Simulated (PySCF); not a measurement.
Dissociation curve of S2, triplet.

Computed with PySCF with CCSD(T) on UHF/cc-pVTZ, 10 core orbitals frozen.

### Question
Relative to R = 1.94 Å, what are the energies at R = 1.79, 2.09, 2.19, 2.35 Å?

### Answer
0.283 eV at 1.79 Å, 0.369 eV at 2.09 Å, 0.791 eV at 2.19 Å, 1.567 eV at 2.35 Å.

The scan ran from 1.43 to 7.58 Å; beyond the distances shown one of the unrestricted levels run for this scan, shown here or not, changes its spin distribution in one step.
